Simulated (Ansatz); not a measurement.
Two isomers of C4H7N: A = `C#CC(C)N`, B = `CCC1=NC1`.

Isolated molecules relaxed with PBE0-D4/def2-TZVP in Ansatz; ΔE leaves out vibrations. CCSD(T)/CBS adds triple-zeta CCSD(T) − MP2 to the extrapolated MP2 energy (def2 sets, frozen cores). Functionals use def2-TZVPP. B3LYP here is the variant with VWN-RPA as its local correlation; programs differ in this. Each species was taken in one conformer, which may not be the lowest.

Which is lower in electronic energy at CCSD(T)/CBS, and by how much? (Estimate.)

The calculation gave: A, by 6.6 kJ/mol.

Give E(B) − E(A) in kJ/mol with PBE0-D4, ωB97M-V, B3LYP-D4, CCSD/def2-TZVPP, MP2/def2-TZVPP, BLYP-D4, HF/def2-TZVPP. (Estimate.)

Ansatz gave: PBE0-D4 -16.8, ωB97M-V -2.7, B3LYP-D4 0.1, CCSD/def2-TZVPP 3.1, MP2/def2-TZVPP 2.4, BLYP-D4 -0.3, HF/def2-TZVPP 10.9. The order is the other way round with PBE0-D4, ωB97M-V.

Does the order hold for the free energy at 298.15 K (harmonic terms from PBE0-D4)? (Estimate.)

Computed: Yes: G(B) − G(A) = +6.2 kJ/mol, for one conformer each.

Largest T1 diagnostic: 0.011.

Leaving LDA and LC-ωPBE aside and taking each functional with its dispersion term where it has one, the values, not all of them listed here, spread over 25.1 kJ/mol, from revPBE-D4 to BHLYP-D4. LDA lies +5.6 kJ/mol from PBE without D4. At CCSD(T), def2-SVP lies −21.9 kJ/mol from the extrapolated value and def2-TZVPP −5.5 kJ/mol.
